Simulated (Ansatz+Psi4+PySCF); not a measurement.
## doublet CH₄O(+): levels of theory in one basis

```
atom    x (Å)    y (Å)    z (Å)
   C  -0.0562   0.6684   0.0013
   O  -0.0380  -0.7584  -0.0040
   H  -1.0851   0.9719   0.0057
   H   0.8722  -1.0553   0.0036
   H   0.4282   1.0839   0.8946
   H   0.4366   1.0759  -0.8829
```

Basis set: cc-pVTZ (spherical functions). Left uncorrelated: 2 orbitals. Correlation on ROHF uses semicanonical orbitals with singles. Charge 1, multiplicity 2.

Computed with Ansatz (development build ahead of 0.2.0) and Psi4 1.11; each method stands on the lowest determinant of its kind that the runs found.

```
   method  E − E(ROHF) (eV)  <S²> of the determinant
     ROHF              0.00                     0.75
      UHF             -0.17                     0.76
 ROHF-MP2            -10.17                        –
  UHF-MP2            -10.17                     0.76
ROHF-CCSD            -11.06                        –
 UHF-CCSD            -11.06                     0.76
```

What does ROHF-CCSD(T) give on the same scale?

-11.42 eV.
